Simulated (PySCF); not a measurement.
Compound: ethyl formate, C₃H₆O₂.
Bonds: C1–C2, C2–O3, O3–C4, C4–O5 (double). Hydrogens: H6, H7, H8 on C1; H9, H10 on C2; H11 on C4.

Computed with MP2 and CCSD/aug-cc-pVDZ in PySCF, restricted Hartree–Fock reference, frozen core, non-relativistic, gas phase, PBE0-D3(BJ)/def2-SVP geometry.

E(HF) = -266.86462 Eh.

(1) How large is the problem?

(2) What are the MP2 and CCSD correlation energies?

(3) What is the T1 diagnostic?

(4) How does correlation change the dipole moment?

Results:

(1) 169 basis functions and 40 electrons; 5 orbitals frozen, which leaves o = 15 correlated occupied and v = 149 virtual orbitals. That is o·v = 2235 singles and o·v(o·v + 1)/2 = 2498730 distinct closed-shell doubles amplitudes before symmetry; the costliest CCSD step grows as o²v⁴ = 1.1 × 10^11.

(2) MP2 -0.8213 Eh and CCSD -0.8587 Eh, which gives totals of -267.68595 and -267.72332 Eh. That is 0.779 eV for each correlated electron at CCSD (2255 kJ/mol in all, 0.321 % of the total energy); MP2 gives 95.6 % of the CCSD value.

(3) 0.0153, below the customary warning level of 0.02. It is the norm of the spatial-orbital singles amplitudes over the root of the number of correlated electrons, so the norm is 0.084.

(4) HF gives 2.05 D and CCSD (unrelaxed density) 1.87 D, a change of -0.18 D; the two vectors are 7° apart.

No triples correction and no basis-set extrapolation were made.

Shape of the structure used: `[CH3:1][CH2:2][O:3][CH:4]=[O:5]`: C1–C2–O3–C4 -84°, C2–O3–C4–O5 0°.

One conformer stands for the species.
